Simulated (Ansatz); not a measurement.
One change: `NC(F)CO` becomes `CSC(N)F`.

Ansatz, PBE0-D4/def2-TZVP geometries, multiplicity 1. Each molecule was computed in one conformer, which needn't be the lowest.

```csv
property,`NC(F)CO`
HOMO energy (PBE/def2-TZVPP) / eV,-6.22
size of the dipole moment (PBE/def2-TZVPP) / D,0.75
HOMO energy (B3LYP/def2-TZVPP) / eV,-7.56
size of the dipole moment (ωB97M-V/def2-TZVPP) / D,0.82
size of the dipole moment (B3LYP/def2-TZVPP) / D,0.82
LUMO energy (PBE0/def2-TZVPP) / eV,1.02
```

(1) What does the change do to each property? (An estimate is asked.)

Results:

(1) Ansatz gave: 
```json
{"property": "HOMO energy (PBE/def2-TZVPP) / eV", "`CSC(N)F`": "-5.42", "shift": "0.80"}
{"property": "size of the dipole moment (PBE/def2-TZVPP) / D", "`CSC(N)F`": "0.87", "shift": "0.12"}
{"property": "HOMO energy (B3LYP/def2-TZVPP) / eV", "`CSC(N)F`": "-6.47", "shift": "1.09"}
{"property": "size of the dipole moment (ωB97M-V/def2-TZVPP) / D", "`CSC(N)F`": "0.84", "shift": "0.02"}
{"property": "size of the dipole moment (B3LYP/def2-TZVPP) / D", "`CSC(N)F`": "0.84", "shift": "0.02"}
{"property": "LUMO energy (PBE0/def2-TZVPP) / eV", "`CSC(N)F`": "0.63", "shift": "-0.39"}
```

With PBE0 the HOMO rises by 1.11 eV and the LUMO falls by 0.39 eV, so the gap narrows by about 1.50 eV. PBE moves the HOMO by 0.80 eV and ωB97M-V by 1.31 eV. Dipoles are sizes alone; their direction can turn.

B3LYP here is the variant with VWN-RPA as its local correlation; programs differ in this.
